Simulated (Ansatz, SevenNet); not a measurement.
For zinc-blende GaP, the machine-learned potential SevenNet-0 (trained on PBE and PBE+U data) gives:

- elastic constant C11 = 100 GPa
- elastic constant C44 = 32.1 GPa
- polycrystal shear modulus = 27.5 GPa

Q: What does LC-ωPBE in Ansatz (PAW) give for the same quantities?

A: 
- elastic constant C11: 171 GPa (increases by 71 %)
- elastic constant C44: 84.4 GPa (grows by 160 %)
- Voigt–Reuss–Hill shear modulus: 66.9 GPa (rises by 140 %)

For comparison: elastic constant C11 140 GPa (measured, temperature not stated, not corrected to a static lattice; as tabulated in Råsander and Moram (2015), arXiv:1505.02379); elastic constant C44 70 GPa (measured, temperature not stated, no zero-point or thermal correction; as tabulated in Råsander and Moram (2015), arXiv:1505.02379).

Changes are worked out from the printed values.

Unless a cell is named, each level is at its own relaxed cell (SevenNet-0 20.88, LC-ωPBE 19.47 Å³/atom).

Ansatz's density-functional and Hartree–Fock values are scalar-relativistic unless marked +SOC, with PAW data made under PBE.

Ansatz is an electronic-structure program.
